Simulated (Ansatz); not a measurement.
# Al₂HO (quartet): from Hartree-Fock to the top rungs at a displaced geometry (v2), cc-pVDZ

Aim: climb from Hartree-Fock through coupled cluster for Al₂HO (quartet) at one geometry and basis, and see what each rung misses.

Computed with Ansatz 0.2.0, Gaussian basis. Level: cc-pVDZ, core rule «outside noble gas», up to 11 orbitals frozen.

The runs, in order: UHF; CCSD(T) on ROHF; CCSD(T) on UHF; BCCD(T) on ROHF; CISD; CCSDT(Q) on ROHF; CCSDT(Q) on UHF.

24 further runs of the same task are left out: 9 that didn't finish, 15 set aside as unsound or not needed.

## Step 1: The system

The geometry is a PBE0/def2-TZVP stationary point (not a proven minimum) with its atoms shifted at random (size 0.100 Å).

4 atoms, charge 0, spin multiplicity 4.

Atoms are counted from 1 here; the program's logs count them from 0.

Bond lengths: Al1–Al2 2.362 Å, Al2–O3 1.641 Å, O3–H4 0.969 Å. Angles: Al1–Al2–O3 173.2°, Al2–O3–H4 176.9°.

## Step 2: UHF

in.yaml

```yaml
crystal:
  periodic: [false, false, false]
  atoms:
    - {symbol: Al, position_ang: [0.064568, 0.023749, -2.827659]}
    - {symbol: Al, position_ang: [-0.100306, 0.032123, -0.471665]}
    - {symbol: O, position_ang: [-0.023685, -0.000301, 1.167655]}
    - {symbol: H, position_ang: [0.059423, -0.055571, 2.131669]}
basis:
  gaussian: {orbitals: cc-pVDZ}
magnetization: {spin_polarized: true, initial_magnetization: 3}
hamiltonian: {xc: hf}
output: {orbitals: {seedname: orbitals}}
```

The run is started by

```bash
$ ansatz run in.yaml --threads 1 --pin off --events-out ev --progress --plain --max-ram 2393MiB
```

Further steps of the session: CCSD(T) on ROHF; CCSD(T) on UHF; BCCD(T) on ROHF; CISD; CCSDT(Q) on ROHF; CCSDT(Q) on UHF.

**Question.** What will the summary of the whole plan be? Wanted: UCCSDT(Q) below the RHF energy; RMP2 from UCCSDT(Q); UMP2 from UCCSDT(Q); RCCSD from UCCSDT(Q); RCCSD(T) from UCCSDT(Q); UCCSD(T) from UCCSDT(Q); RCCSDT(Q) from UCCSDT(Q); T1 diagnostic.

**Answer**, as computed:

| quantity | value |
| --- | --- |
| UCCSDT(Q) below the RHF energy | -8.1190 eV |
| RMP2 from UCCSDT(Q) | +83.8 kJ/mol |
| UMP2 from UCCSDT(Q) | +84.5 kJ/mol |
| RCCSD from UCCSDT(Q) | +27.9 kJ/mol |
| RCCSD(T) from UCCSDT(Q) | +6.2 kJ/mol |
| UCCSD(T) from UCCSDT(Q) | +6.2 kJ/mol |
| RCCSDT(Q) from UCCSDT(Q) | +0.2 kJ/mol |
| levels within 1 kcal/mol (43 meV) | RCCSDT, UCCSDT, RCCSDT(Q) |
| T1 diagnostic | 0.029 |

**Reading.** RCCSD(T) misses by +6.2 kJ/mol, 0.8 % of the correlation energy. These misses are within one basis, not against nature; the frozen cores of restricted and unrestricted runs differ, which can shift their rows.
